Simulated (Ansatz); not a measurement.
Eight cases of atomisation energy with Al to Br (electronic energies, kJ/mol), geometries: B3LYP-D3(BJ)/def2-TZVP. Functionals by Ansatz (an electronic-structure program) in def2-TZVPD; columns hold the difference against the high level (Ansatz, AFQMC by cisd_afqmc): A = CCSD(T)/CBS(cc-pV(Q+d)Z,cc-pV(5+d)Z) + [CCSDT(Q) - CCSD(T)]/cc-pV(D+d)Z + core + X2C; B = CCSD(T)/CBS(cc-pV(Q+d)Z,cc-pV(5+d)Z) + [CCSDT(Q) - CCSD(T)]/cc-pV(Q+d)Z + [CCSDTQ - CCSDT(Q)]/cc-pV(D+d)Z + core + X2C; C = CCSD(T)/CBS(cc-pV(Q+d)Z,cc-pV(5+d)Z) + [CCSDT(Q) - CCSD(T)]/cc-pV(Q+d)Z + [FCI - CCSDT(Q)]/cc-pV(D+d)Z + core + X2C; D = CCSD(T)/CBS(cc-pVQZ,cc-pV5Z) + [CCSDT(Q) - CCSD(T)]/cc-pVQZ + [CCSDTQ - CCSDT(Q)]/cc-pVDZ; E = CCSD(T)/CBS(cc-pVQZ,cc-pV5Z) + [FCI - CCSD(T)]/cc-pV5Z; F = CCSD(T)/CBS(cc-pVTZ,cc-pVQZ) + [CCSDT(Q) - CCSD(T)]/cc-pVDZ. The cases were drawn at random from those of this class that have a high level and all functionals, leaving out states under which another spin lies or may lie. Left out are anions, K, Ca, elements past Kr, ionisation of Li, Na and Mg, pi-pi* triplets of linear molecules and other triplets made from a closed-shell parent. Runs that doubt their state, and full CI more than 15 mEh from coupled cluster, are set aside; a case stays where another high level and all functionals remain. AFQMC serves as high level only in triple zeta or larger, with a steady walk, a bar under 0.8 kcal/mol and agreement with other high levels or trials where they ran; where none ran, an unstable determinant or (outside 3d species) a high T1 diagnostic also bars it, so strongly correlated cases are thinned. No case was kept or dropped by the size of a functional's miss. Each difference is the functional minus the high level; affinities count positive where energy is released, gaps as the second state minus the first. Open shells are spin-unrestricted; no spin-orbit coupling. Cores are frozen in correlated methods (noble-gas shells, and filled d and f shells in the p block). Rows without X2C or -DK are non-relativistic. CBS(X,Y): correlation extrapolated as X^-3, Hartree-Fock from the larger set (Q,5: extrapolated as (X+1)exp(-9√X)). A bracket is a step between two methods taken in the basis named. Functionals run without relativity, which enters their misses. '+ core + X2C': CCSD(T) terms for core correlation (cc-pwCVTZ, 1s frozen past Ne) and scalar relativity (cc-pVTZ-DK). Full CI freezes restricted core orbitals, also for open shells; the composite that ends in it estimates full CI at the basis-set limit. For partners of very few electrons the exact lower level stands in for a higher one. Spin-orbit terms, left out, reach several kcal/mol for Br and I, and more for heavier atoms.

```
case                                            level   value   PBE   PBE0  r2SCAN
----------------------------------------------  -----  ------  ----  -----  ------
CHCl3 (chloroform, SMILES ClC(Cl)Cl)                A  1449.3  54.2    6.1     5.7
GaH (SMILES [GaH])                                  E   287.9  -8.9  -11.8    -6.5
CH2ClF (chloro(fluoro)methane, SMILES FCCl)         A  1687.1  46.0   -2.1     0.9
C2H4Br2 (1,1-dibromoethane, SMILES C(Br)(Br)C)      F  2696.7  55.2   10.3    13.3
PH2 (SMILES [PH2], doublet)                         C   645.2   1.7   -4.9     5.4
CH2Cl2 (SMILES ClCCl)                               A  1557.3  35.0    2.1     0.5
Si2 (SMILES [Si]=[Si], triplet)                     B   320.9  21.4    3.5     7.0
GeBr (SMILES [Ge][Br], doublet)                     D   352.9  22.1    5.4    15.4
```

Over these rows, PBE: mean +28.3, mean absolute 30.6, median absolute 28.6, largest +55.2; PBE0: mean +1.1, mean absolute 5.8, median absolute 5.2, largest -11.8; r2SCAN: mean +5.2, mean absolute 6.8, median absolute 6.1, largest +15.4 kJ/mol. PBE lies above in 7 and below in 1 of the eight.
